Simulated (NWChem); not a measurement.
Everything below was run with NWChem. System: BF₃, charge 0, spin multiplicity 1, at a geometry optimised with PBE/def2-SVP. The structure started from a generated list of species. Level: B3LYP/def2-SVP, VWN1-RPA local correlation.

Input file:

```
start mol
memory heap 200 mb stack 900 mb global 1100 mb
geometry units angstroms nocenter noautoz noautosym
  B      0.000000     0.000000     0.000002
  F      0.000000     0.000000     1.323240
  F      1.145972     0.000000    -0.661620
  F     -1.145972     0.000000    -0.661620
end
basis spherical
  * library def2-svp
end
dft
  xc b3lyp
  semidirect memsize 60000000 filesize 0
  iterations 100
end
task dft energy
```

NWChem printed:

```
             Northwest Computational Chemistry Package (NWChem) 7.3.0
             --------------------------------------------------------

                                NWChem Input Module
                                -------------------

 Scaling coordinates for geometry "geometry" by  1.889725989
 (inverse scale =  0.529177249)

                             Geometry "geometry" -> ""
                             -------------------------

 Output coordinates in angstroms (scale by  1.889725989 to convert to a.u.)

  No.       Tag          Charge          X              Y              Z
 ---- ---------------- ---------- -------------- -------------- --------------
    1 B                    5.0000     0.00000000     0.00000000     0.00000200
    2 F                    9.0000     0.00000000     0.00000000     1.32324000
    3 F                    9.0000     1.14597200     0.00000000    -0.66162000
    4 F                    9.0000    -1.14597200     0.00000000    -0.66162000

 Effective nuclear repulsion energy (a.u.)     110.0931377882

            Nuclear Dipole moment (a.u.)
            ----------------------------
        X                 Y               Z
 ---------------- ---------------- ----------------
     0.0000000000     0.0000000000     0.0000188973


 Summary of "ao basis" -> "" (spherical)
 ------------------------------------------------------------------------------
       Tag                 Description            Shells   Functions and Types
 ---------------- ------------------------------  ------  ---------------------
 *                          def2-svp                  on all atoms

                                 NWChem DFT Module
                                 -----------------

 Summary of "ao basis" -> "ao basis" (spherical)
 ------------------------------------------------------------------------------
       Tag                 Description            Shells   Functions and Types
 ---------------- ------------------------------  ------  ---------------------
 B                          def2-svp                 6       14   3s2p1d
 F                          def2-svp                 6       14   3s2p1d

 Summary of "ao basis" -> "ao basis" (spherical)
 ------------------------------------------------------------------------------
       Tag                 Description            Shells   Functions and Types
 ---------------- ------------------------------  ------  ---------------------
 B                          def2-svp                 6       14   3s2p1d
 F                          def2-svp                 6       14   3s2p1d

            General Information
            -------------------
          SCF calculation type: DFT
          Wavefunction type:  closed shell.
          No. of atoms     :     4
          No. of electrons :    32
           Alpha electrons :    16
            Beta electrons :    16
          Charge           :     0
          Spin multiplicity:     1
          Use of symmetry is: off; symmetry adaption is: off
          Maximum number of iterations: 100
          AO basis - number of functions:    56
                     number of shells:    24
          Convergence on energy requested:  1.00D-06
          Convergence on density requested:  1.00D-05
          Convergence on gradient requested:  5.00D-04

              XC Information
              --------------
                         B3LYP Method XC Potential
                     Hartree-Fock (Exact) Exchange  0.200
                        Slater Exchange Functional  0.800 local
[...]
------------------------------------------------------------
EAF file 0: "./mol.aoints.0" size=524288 bytes
------------------------------------------------------------
               write      read    awrite     aread      wait
               -----      ----    ------     -----      ----
     calls:        1         0         0         0         0
   data(b): 5.24e+05  0.00e+00  0.00e+00  0.00e+00
   time(s): 0.00e+00  0.00e+00  0.00e+00  0.00e+00  0.00e+00
rate(mb/s): 0.00e+00  0.00e+00
------------------------------------------------------------

   convergence    iter        energy       DeltaE   RMS-Dens  Diis-err    time
 ---------------- ----- ----------------- --------- --------- ---------  ------
 d= 0,ls=0.0,diis     1   -324.2166527442 -4.34D+02  2.15D-02  8.56D-01     0.3
 d= 0,ls=0.0,diis     2   -324.1996306915  1.70D-02  1.04D-02  1.39D+00     0.4
 d= 0,ls=0.0,diis     3   -324.3121437062 -1.13D-01  1.32D-03  1.63D-02     0.4
 d= 0,ls=0.0,diis     4   -324.3133055052 -1.16D-03  3.12D-04  9.70D-04     0.5
 d= 0,ls=0.0,diis     5   -324.3133828008 -7.73D-05  9.45D-06  8.65D-07     0.6
 d= 0,ls=0.0,diis     6   -324.3133828783 -7.76D-08  6.35D-07  1.05D-09     0.7

         Total DFT energy =     -324.313382878347
      One electron energy =     -669.575931398508
           Coulomb energy =      270.711949014528
    Exchange-Corr. energy =      -35.542538282548
 Nuclear repulsion energy =      110.093137788181

 Numeric. integr. density =       32.000001048156

     Total iterative time =      0.6s

                       DFT Final Molecular Orbital Analysis
                       ------------------------------------

 Vector   14  Occ=2.000000D+00  E=-4.567639D-01
              MO Center= -3.8D-01,  1.9D-10, -5.2D-01, r^2= 1.7D+00
   Bfn.  Coefficient  Atom+Function         Bfn.  Coefficient  Atom+Function
  ----- ------------  ---------------      ----- ------------  ---------------
    47      0.540268  4 F  py                33     -0.367528  3 F  py
    50     -0.366256  4 F  py                36      0.249152  3 F  py
    19     -0.172745  2 F  py                22      0.117107  2 F  py
    10      0.048143  1 B  d -2

 Vector   15  Occ=2.000000D+00  E=-4.567622D-01
              MO Center=  3.8D-01,  1.4D-09,  5.2D-01, r^2= 1.7D+00
   Bfn.  Coefficient  Atom+Function         Bfn.  Coefficient  Atom+Function
  ----- ------------  ---------------      ----- ------------  ---------------
    19      0.524112  2 F  py                33     -0.411662  3 F  py
    22     -0.355304  2 F  py                36      0.279072  3 F  py
    47     -0.112461  4 F  py                50      0.076239  4 F  py
    11     -0.048143  1 B  d -1

 Vector   16  Occ=2.000000D+00  E=-4.258881D-01
              MO Center=  2.6D-05,  2.4D-11,  5.6D-05, r^2= 2.2D+00
   Bfn.  Coefficient  Atom+Function         Bfn.  Coefficient  Atom+Function
  ----- ------------  ---------------      ----- ------------  ---------------
    18      0.406467  2 F  px                34     -0.352001  3 F  pz
    48      0.351988  4 F  pz                21     -0.273366  2 F  px
    37      0.236735  3 F  pz                51     -0.236727  4 F  pz
    32     -0.203212  3 F  px                46     -0.203209  4 F  px
    35      0.136670  3 F  px                49      0.136667  4 F  px

 Vector   17  Occ=0.000000D+00  E= 1.859251D-02
              MO Center=  3.4D-07,  1.0D-08,  3.0D-06, r^2= 1.9D+00
   Bfn.  Coefficient  Atom+Function         Bfn.  Coefficient  Atom+Function
  ----- ------------  ---------------      ----- ------------  ---------------
     5      0.670023  1 B  py                 8     -0.559922  1 B  py
    19     -0.254032  2 F  py                33     -0.254028  3 F  py
    47     -0.254027  4 F  py                22      0.234370  2 F  py
    36      0.234364  3 F  py                50      0.234363  4 F  py

 Vector   18  Occ=0.000000D+00  E= 4.176143D-02
              MO Center= -1.5D-06, -9.1D-09, -2.5D-05, r^2= 3.5D+00
   Bfn.  Coefficient  Atom+Function         Bfn.  Coefficient  Atom+Function
  ----- ------------  ---------------      ----- ------------  ---------------
     3      1.563987  1 B  s                 17     -0.411660  2 F  s
    31     -0.411673  3 F  s                 45     -0.411674  4 F  s
    16     -0.136616  2 F  s                 30     -0.136619  3 F  s
    44     -0.136620  4 F  s                 23      0.120371  2 F  pz
    20     -0.119187  2 F  pz                35      0.104255  3 F  px

 Vector   19  Occ=0.000000D+00  E= 1.845818D-01
              MO Center= -8.0D-04, -1.3D-10, -2.3D-01, r^2= 4.5D+00
   Bfn.  Coefficient  Atom+Function         Bfn.  Coefficient  Atom+Function
  ----- ------------  ---------------      ----- ------------  ---------------
     9      1.500943  1 B  pz                17     -0.736464  2 F  s
    31      0.369349  3 F  s                 45      0.367088  4 F  s
    37     -0.163461  3 F  pz                51     -0.163988  4 F  pz
    34      0.156131  3 F  pz                48      0.156470  4 F  pz
    35     -0.148788  3 F  px                49      0.148759  4 F  px

 center of mass
 --------------
 x =   0.00000000 y =   0.00000000 z =   0.00000061

 moments of inertia (a.u.)
 ------------------
         178.189947178093           0.000000000000           0.000000000000
           0.000000000000         356.383795630208           0.000000000000
           0.000000000000           0.000000000000         178.193848452115

     Multipole analysis of the density
     ---------------------------------

     L   x y z        total         alpha         beta         nuclear
     -   - - -        -----         -----         ----         -------
     0   0 0 0     -0.000000    -16.000000    -16.000000     32.000000

     1   1 0 0      0.000005      0.000002      0.000002      0.000000
     1   0 1 0      0.000000      0.000000      0.000000      0.000000
     1   0 0 1      0.000033      0.000007      0.000007      0.000019

     2   2 0 0    -15.971166    -50.192943    -50.192943     84.414721
     2   1 1 0      0.000000      0.000000      0.000000      0.000000
     2   1 0 1     -0.000007     -0.000004     -0.000004      0.000000
     2   0 2 0    -13.125248     -6.562624     -6.562624      0.000000
     2   0 1 1     -0.000000     -0.000000     -0.000000      0.000000
     2   0 0 2    -15.971022    -50.191948    -50.191948     84.412873

 Task  times  cpu:        0.7s     wall:        0.7s

 Total times  cpu:        0.7s     wall:        0.7s
```
